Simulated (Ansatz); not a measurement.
System: CH$_{2}$, charge 1, doublet. CH2+ (parent SMILES [CH2], doublet).
B3LYP-D3(BJ)/def2-TZVP minimum from Ansatz (an electronic-structure program):
```
C
H 1 1.0973
H 1 1.0973 2 141.38
```
Charge +1, spin multiplicity 2.

Total energies in cc-pVQZ, 5 correlated electrons, 1 frozen orbitals. Radicals and triplets start from unrestricted determinants; spin-orbit coupling is neglected. Cores are frozen in correlated methods. No relativity.

```
method    program  energy (Eh)  minus CCSDT(Q) (mEh)
--------  -------  -----------  --------------------
HF         Ansatz    -38.58354                123.64
MP2        Ansatz    -38.68581                 21.37
CCSD       Ansatz    -38.70432                  2.85
CCSD(T)    Ansatz    -38.70673                  0.44
CCSDT(Q)   Ansatz    -38.70718                  0.00
```

Rough core times of Ansatz's runs on a shared machine: CCSD(T) 30 s, CCSDT(Q) 7 min.
